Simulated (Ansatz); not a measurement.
For SnS (Pnma, No. 62), LDA (Ansatz, a first-principles code, PAW) gives:

* **equilibrium volume per atom**: 22.71 Å³/atom
* **formation enthalpy**: -0.501 eV/atom

Q: What does PBEsol (plane waves, PAW; Ansatz) give for the same quantities?

A: 
- equilibrium volume per atom: 23.40 Å³/atom (increases by 3.0 %)
- formation enthalpy: -0.486 eV/atom (moves by +0.015 eV/atom)

Changes are worked out from the printed values.

Unless a cell is named, each level is at its own relaxed cell (LDA 22.71, PBEsol 23.40 Å³/atom).

Levels without +SOC leave out spin–orbit coupling, which shifts energies and cells of such heavy elements.

Caveats: the relaxation could not lower the start's symmetry, so the cell can be a saddle point above a distorted one (LDA, PBEsol). Ansatz's density-functional and Hartree–Fock values are scalar-relativistic unless marked +SOC, with PAW data made under PBE.
